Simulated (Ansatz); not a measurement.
## Down a group: atomization energies of CH4, SiH$_{4}$, GeH₄

Ansatz 0.2.0, basis cc-pVTZ; geometries are PBE0/def2-TZVP minima. Wave-function levels freeze the cores with the filled d shells of p-block atoms; HF, MP2 and coupled cluster are restricted for singlets and unrestricted otherwise, atoms included, restricted open-shell where a d shell is frozen. NEVPT2 stands on CASSCF in the full valence space. The reference is CCSDT(Q) (coupled cluster only where its series has nearly closed). An error is the level's value less the reference. None of these values is a measured one. Energies are electronic, without zero-point terms. No spin–orbit coupling and no scalar relativity. The species are chosen: bound, without strong static correlation by their natural occupations or amplitudes, in their lowest spin state as far as vertical gaps and like structures tell, and with a ladder that closes on the reference, so errors are smaller than for species at large; levels whose determinant breaks symmetry or spin markedly are left out.

| species | bonds (Å) | quantity | symmetry of the states | reference | value (kJ/mol) | error CCSD | error CCSD(T) | error CCSDT | error NEVPT2 |
| --- | --- | --- | --- | --- | --- | --- | --- | --- | --- |
| CH4, singlet | C–H 1.090, angles at C 109° | atomization | – | CCSDT(Q) | 1727.9 | -11.3 | -0.1 | -0.3 | -46.2 |
| GeH4, singlet | Ge–H 1.534, angles at Ge 109° | atomization | – | CCSDT(Q) | 1213.2 | -4.9 | -0.5 | -0.1 | -50.9 |

One member is withheld: SiH4, singlet (Si–H 1.485, angles at Si 109°), where CCSD gives 1322.2 kJ/mol for the atomization. Estimate from the other members what CCSDT(Q) gives.

The errors of CCSD for the others average -8.1 kJ/mol; taking that off gives 1330.3, which misses by 4.4, against 3.7 without the correction. The computed value at CCSDT(Q) is 1325.9 kJ/mol. Errors against it: CCSD -3.7, CCSD(T) -0.1, CCSDT -0.1, NEVPT2 -58.1.

The reference falls from C to Ge, by 514.7 kJ/mol in all.
